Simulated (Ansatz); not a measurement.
The same path of H + H4Si (6 atoms, charge 0, multiplicity 2) was run twice with different band settings. Lost on the way: Si1–H2. Made: H2–H6.

These are results of UKS B3LYP/def2-SVP in Ansatz 0.2.0, not measurements.

Relaxed end points:

```xyz
6
Properties=species:S:1:pos:R:3
Si 0.000 0.000 -0.239
H 0.000 0.000 1.252
H 1.406 0.000 -0.736
H -0.702 1.217 -0.736
H -0.702 -1.217 -0.736
H 0.000 0.000 4.116
```

```xyz
6
Properties=species:S:1:pos:R:3
Si 0.000 0.000 -0.639
H 0.000 0.000 3.039
H 1.423 0.000 -1.093
H -0.711 1.232 -1.093
H -0.711 -1.232 -1.093
H 0.000 0.000 3.801
```

Common settings: movable images 7; climbing image yes; spring 5.0 eV/Å²; start path through a guess of the saddle point; force threshold 0.05 eV/Å; iteration limit 60; end points relaxed.

| run | optimiser |
| --- | --- |
| 1 | quadratic models (default) |
| 2 | lbfgs |

Problem. What does each run give, and how far can it be trusted?

Solution. Run 1: converged after 6 iterations, highest image 0.050 eV above the first end. A vibrational analysis at the climbing image gives one clearly imaginary mode, 497i cm⁻¹: a first-order saddle point.
Run 2: converged after 21 iterations, highest image 0.049 eV above the first end. Another band between the same ends (7 images) ends at a top of the same energy, where a vibrational analysis finds 1 clearly imaginary mode.
